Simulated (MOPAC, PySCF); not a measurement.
C$_{3}$H$_{8}$O, SMILES `CCOC` (C–C–O–C torsion 73°), neutral singlet in the gas phase. 

Cartesian coordinates (Å):
SMILES: COCC
```xyz
12

C     -1.3505     0.3055    -0.4887
C     -0.5007    -0.7788     0.1591
O      0.8521    -0.7759    -0.2679
C      1.6208     0.2872     0.2511
H     -1.0317     1.3060    -0.1931
H     -1.2948     0.2330    -1.5761
H     -2.3942     0.1890    -0.1884
H     -0.8846    -1.7640    -0.1105
H     -0.5431    -0.6926     1.2543
H      2.6529     0.1122    -0.0496
H      1.5695     0.3169     1.3478
H      1.3043     1.2616    -0.1381
```
Charge 0, spin multiplicity 1.

All levels are single points at this geometry (B3LYP-D3(BJ)/def2-TZVP); Pople sets use spherical d functions. Orbital energies aren't observables, and empty levels follow the basis.

```json
[
 {"level": "B3LYP-D3(BJ)/def2-TZVP in PySCF", "HOMO (eV)": "-7.09", "LUMO (eV)": "1.00", "gap (eV)": "8.10", "dipole (D)": "1.28", "vertical IE, Delta-SCF (eV)": "9.67"},
 {"level": "PBE-D3(BJ)/def2-TZVP in PySCF", "HOMO (eV)": "-5.73", "LUMO (eV)": "0.55", "gap (eV)": "6.28", "dipole (D)": "1.18", "vertical IE, Delta-SCF (eV)": "9.42"},
 {"level": "B3LYP/3-21G in PySCF", "HOMO (eV)": "-6.41", "LUMO (eV)": "3.00", "gap (eV)": "9.41", "dipole (D)": "1.41", "vertical IE, Delta-SCF (eV)": "–"},
 {"level": "B3LYP/6-311+G** in PySCF", "HOMO (eV)": "-7.12", "LUMO (eV)": "0.14", "gap (eV)": "7.26", "dipole (D)": "1.47", "vertical IE, Delta-SCF (eV)": "–"},
 {"level": "B3LYP/6-31G* in PySCF", "HOMO (eV)": "-6.74", "LUMO (eV)": "2.49", "gap (eV)": "9.23", "dipole (D)": "1.28", "vertical IE, Delta-SCF (eV)": "9.49"},
 {"level": "M06-2X/6-31G* in PySCF", "HOMO (eV)": "-8.66", "LUMO (eV)": "3.62", "gap (eV)": "12.28", "dipole (D)": "1.35", "vertical IE, Delta-SCF (eV)": "–"},
 {"level": "SVWN5/6-31G* in PySCF", "HOMO (eV)": "-5.42", "LUMO (eV)": "1.60", "gap (eV)": "7.01", "dipole (D)": "1.23", "vertical IE, Delta-SCF (eV)": "9.37"},
 {"level": "HF/3-21G in PySCF", "HOMO (eV)": "-10.99", "LUMO (eV)": "7.00", "gap (eV)": "17.99", "dipole (D)": "1.75", "vertical IE, Delta-SCF (eV)": "–"},
 {"level": "HF/6-31G* in PySCF", "HOMO (eV)": "-11.25", "LUMO (eV)": "6.28", "gap (eV)": "17.52", "dipole (D)": "1.53", "vertical IE, Delta-SCF (eV)": "8.62"},
 {"level": "HF/STO-3G in PySCF", "HOMO (eV)": "-8.90", "LUMO (eV)": "14.98", "gap (eV)": "23.88", "dipole (D)": "1.29", "vertical IE, Delta-SCF (eV)": "–"},
 {"level": "PM3 in MOPAC", "HOMO (eV)": "-10.73", "LUMO (eV)": "3.04", "gap (eV)": "13.77", "dipole (D)": "1.32", "vertical IE, Delta-SCF (eV)": "–"},
 {"level": "PM6 in MOPAC", "HOMO (eV)": "-9.78", "LUMO (eV)": "2.40", "gap (eV)": "12.18", "dipole (D)": "1.90", "vertical IE, Delta-SCF (eV)": "–"},
 {"level": "PM7 in MOPAC", "HOMO (eV)": "-9.91", "LUMO (eV)": "2.47", "gap (eV)": "12.39", "dipole (D)": "1.75", "vertical IE, Delta-SCF (eV)": "–"}
]
```
